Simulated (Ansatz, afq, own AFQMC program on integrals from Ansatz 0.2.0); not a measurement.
## Atomization energy of SiI3F, singlet

| atom | x (Å) | y (Å) | z (Å) |
| --- | --- | --- | --- |
| F | -0.6920 | -0.0239 | 1.5679 |
| Si | -0.0351 | -0.0153 | 0.0930 |
| I | 1.7306 | -1.6760 | 0.0782 |
| I | -1.7906 | -0.5709 | -1.4834 |
| I | 0.8370 | 2.2125 | -0.2971 |

Connectivity, by distances: F–Si(–I)(–I)–I.

Atoms in their ground-state spins without spin–orbit coupling (mostly on UHF) minus the molecule (RHF), without zero-point energy. The geometry is a stationary point, not shown to be a minimum.

Basis def2-SVP with its core potentials. Noble-gas cores (and the filled d shells of Ga–Kr and In–Xe) are frozen. Integrals, coupled cluster, full CI and functionals: Ansatz 0.2.0; the random walks run on the same integrals in our own AFQMC program. ph-AFQMC/CISD is guided by a CISD state made of CCSD amplitudes; releasing the constraint for a short imaginary time cuts its bias at the price of noise, slowly where states lie close. Uncertainties: one standard error, sampling alone. No spin–orbit coupling. The errors of all members are added in quadrature.

No full CI on the walks' own integrals is used here. The released AFQMC energy serves as the reference, which it does only where one determinant dominates, the energy is flat over the last release times and near the phaseless one (40 meV or 2 meV an electron, half that with transition metals). On small molecules, where full CI could be run and the noise was under 10 meV, such values lay within 10 meV of it in 19 cases of 20, a flattering rate, since the rule was set on those same cases; what remains of the bias isn't in the error bar. Each member takes its own surest rung, up to full CI.

The best estimate is CCSD(T) at the basis-set limit (CBS: def2-TZVPP and def2-QZVPP, with their diffuse functions for anions and beside diffuse sets, CCSD(T) itself extrapolated) plus the step from CCSD(T) to AFQMC with the constraint released in def2-SVP. Rows without CBS are in def2-SVP, the functionals in def2-TZVP; B2PLYP and the wave-function rows carry a basis error of their own. Core correlation and relativity beyond core potentials are missing, and ± holds the sampling alone.

Cautions: inner d shell frozen; no spin-orbit coupling; SiI₃F (singlet): the released value is read at 0.90 1/Eh with a noise of 11 meV, more than in the cases checked (meV from the phaseless value at times in 1/Eh: -2 ± 7 at 0.21, -1 ± 8 at 0.42, -5 ± 11 at 0.63, 5 ± 11 at 0.90); other spins of the molecule weren't checked.

| level | atomization energy (eV) |
| --- | --- |
| CCSD | 12.303 |
| B2PLYP | 14.052 |
| PBE0 | 14.421 |

(1) From these cheaper values, estimate the atomization energy at the level of the best estimate.

(1) 14.719 ± 0.011 eV (best estimate, highest rung released AFQMC).

| level | atomization energy (eV) | error against the best estimate (eV) |
| --- | --- | --- |
| HF | 9.297 | -5.422 ± 0.011 |
| MP2 | 13.357 | -1.362 ± 0.011 |
| CCSD(T) | 12.585 | -2.134 ± 0.011 |
| ph-AFQMC/CISD | 12.620 ± 0.010 | -2.099 ± 0.015 |
| released AFQMC | 12.604 ± 0.012 | -2.115 |
| HF/CBS | 9.906 | -4.813 ± 0.011 |
| MP2/CBS | 15.531 | 0.812 ± 0.011 |
| CCSD(T)/CBS | 14.698 | -0.021 ± 0.011 |
| PBE | 14.813 | 0.094 ± 0.011 |
| r2SCAN | 14.729 | 0.010 ± 0.011 |
| B3LYP | 13.777 | -0.941 ± 0.011 |
| wB97M-V | 14.404 | -0.315 ± 0.011 |

Correlation beyond CCSD(T) changes it by less than twice the noise. Going to the basis-set limit adds 2.113 eV at CCSD(T). The perturbative (T) step is worth +0.281 eV.

Best estimates are given only where the step beyond CCSD(T) is under 0.3 eV and no member's determinant is very poor (T1 over 0.05, or 0.07 for open shells, ⟨S²⟩ too high by 0.3, two states mixed), so the hardest cases are missing from such tables.

The functionals ran in a triple-zeta set and keep a basis error of their own, a few kJ/mol for each bond in atomization energies and more for double hybrids, so close places among them and the extrapolated levels can swap.

Each member of a difference takes its own highest rung, so a best estimate needn't equal the limit plus the step of one row. Released energies are given only where the last usable release times agree within the noise; a slower fall can still hide under it. The exponents were fitted on light atoms, and def2 sets of heavy atoms don't grow evenly, so the limit is rough here.
